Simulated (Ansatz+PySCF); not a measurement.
The numbers below are computed, except where a source is named.
Several solutions for singlet HNO

```yaml
atoms:
  - { symbol: N, position_ang: [0.0000, 0.4274, -0.3864] }
  - { symbol: H, position_ang: [0.0000, 1.3024, 0.2308] }
  - { symbol: O, position_ang: [0.0000, -0.5368, 0.3092] }
```

Basis set: def2-SVP (spherical functions). Charge 0, multiplicity 1.

r²SCAN (unrestricted) was run from several starts with Ansatz (development build ahead of 0.2.0).

```json
{"run": "A", "program": "Ansatz", "start": "atomic start, no search", "converged": "yes", "energy (hartree)": "-130.29868", "<S²>": "–"}
{"run": "B", "program": "Ansatz", "start": "stability test followed", "converged": "yes", "energy (hartree)": "-130.30019", "<S²>": "–"}
{"run": "C", "program": "Ansatz", "start": "search for the lowest state", "converged": "yes", "energy (hartree)": "-130.30019", "<S²>": "–"}
```

Question: Which runs reached the lowest solution of this kind, and what is wrong with the others?

Answer: B, C reached the lowest solution found. Converged but too high: A by 0.04 eV. Convergence only shows a stationary point, and even a stable one can lie too high; stability tests and further starts are what find lower ones.
